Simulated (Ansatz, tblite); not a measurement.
# The cluster S₅+: a ladder of methods and basis sets

The task here is to estimate one member of a computed series from the others.

The runs use Ansatz 0.2.0, Gaussian basis; as each input shows.

Levels to be run: GFN1-xTB, GFN2-xTB, PBE-D4/def2-TZVP, r2SCAN-D4/def2-TZVP, ωB97M-V/def2-TZVP, HSE06-D4/def2-TZVP, HF/def2-TZVP, PBE-D4/def2-SVP, PBE0-D4/def2-SVP, HF/STO-3G, CCSD(T)/def2-TZVP, RPA/def2-TZVP.

5 further runs of the same task are left out: 5 set aside as unsound or not needed. Runs told in other sessions of the task aren't counted.

## The structure

The doublet was relaxed beforehand with PBE-D4/def2-SVP. At that level it is the lowest of the isomers that a small search found.

5 atoms, charge 1, spin multiplicity 2.

Bond lengths: S1–S2 2.085 Å, S1–S5 2.139 Å, S2–S3 2.081 Å, S3–S4 2.141 Å, S4–S5 2.080 Å. Angles: S2–S1–S5 98.5°, S1–S2–S3 93.7°, S2–S3–S4 98.0°, S3–S4–S5 102.8°, S1–S5–S4 103.1°.

The ion is computed in the gas phase, without counter-ions or solvent.

PBE0-D4/def2-TZVP was run before; its log isn't repeated, and its numbers join the tables.

The first run:

Tight binding, by tblite at 300 K electronic temperature and without a spin-polarisation term:

```python
tblite.interface.Calculator('GFN1-xTB', numbers, positions, charge=1, uhf=1).singlepoint()
```

Tight binding, by tblite at 300 K electronic temperature and without a spin-polarisation term:

```python
tblite.interface.Calculator('GFN2-xTB', numbers, positions, charge=1, uhf=1).singlepoint()
```

start.molden holds the orbitals of an earlier run on this state, given as this run's starting guess.

File in.yaml:

```yaml
crystal:
  periodic: [false, false, false]
  atoms:
    - {symbol: S, position_ang: [0.366715, 1.583421, 0.477911]}
    - {symbol: S, position_ang: [-1.323501, 0.910559, -0.540188]}
    - {symbol: S, position_ang: [-1.346238, -0.926283, 0.438524]}
    - {symbol: S, position_ang: [0.561161, -1.639623, -0.221146]}
    - {symbol: S, position_ang: [1.741872, 0.071926, -0.155100]}
basis:
  gaussian: {orbitals: def2-TZVP, initial_orbitals: start.molden}
total_charge: 1
magnetization: {spin_polarized: true, initial_magnetization: 1}
hamiltonian: {xc: pbe, dispersion: d4}
scf: {omitted_lower_state_checks: [starts]}
output: {forces: true, orbitals: {seedname: orbitals}}
```

Started as:

```console
> ansatz run in.yaml --threads 4 --pin off --events-out ev --progress --plain --max-ram 4787MiB
```

Among the steps run: PBE-D4/def2-TZVP; r2SCAN-D4/def2-TZVP; ωB97M-V/def2-TZVP; HSE06-D4/def2-TZVP; HF/def2-TZVP; PBE-D4/def2-SVP; PBE0-D4/def2-SVP; HF/STO-3G; CCSD(T)/def2-TZVP; RPA/def2-TZVP.

One of the session's tables, all rows but one given; the rest of the session is left out.

It belongs to the step «Levels side by side». 

| level | HOMO (eV) | LUMO (eV) | gap (eV) |
| --- | --- | --- | --- |
| HF/STO-3G | -12.71 | -3.72 | 8.98 |
| HF/def2-TZVP | -14.89 | -6.74 | 8.15 |
| PBE-D4/def2-SVP | -11.59 | -11.00 | 0.59 |
| PBE-D4/def2-TZVP | -11.35 | -10.75 | 0.60 |
| r2SCAN-D4/def2-TZVP | ? | ? | ? |
| PBE0-D4/def2-SVP | -12.89 | -10.48 | 2.41 |
| PBE0-D4/def2-TZVP | -12.60 | -10.14 | 2.46 |
| HSE06-D4/def2-TZVP | -12.21 | -10.51 | 1.70 |
| ωB97M-V/def2-TZVP | -14.54 | -8.34 | 6.21 |

Q: Estimate the row for r2SCAN-D4/def2-TZVP from the others.

The run gave: HOMO (eV): -11.68; LUMO (eV): -10.76; gap (eV): 0.92. In the column «HOMO (eV)» it lies between HSE06-D4/def2-TZVP (-12.21) and PBE-D4/def2-SVP (-11.59).
